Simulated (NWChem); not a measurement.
Species: trifluoromethane (CHF3); SMILES FC(F)F

```xyz
5

F      0.8805     0.8805    -0.1260
C      0.0000     0.0000     0.3340
F      0.3223    -1.2028    -0.1260
F     -1.2028     0.3223    -0.1260
H      0.0000     0.0000     1.4372
```
Atoms are numbered in this order, from 1.

Results from NWChem. Geometry: optimised at PBE0/def2-SVP. Level: PBE0/def2-SVP with SMD (1 M gas to 1 M solution), gas-phase geometry.

**Question.** Predict the results for solvent dichloromethane. Quantities: solvation free energy (kcal/mol); cavity-dispersion-structure term (kcal/mol); dipole in solution (D).

**Answer.** The solvation free energy (kcal/mol) comes out as -1.9, the cavity-dispersion-structure term (kcal/mol) comes out as 1.0 and the dipole in solution (D) comes out as 1.79.
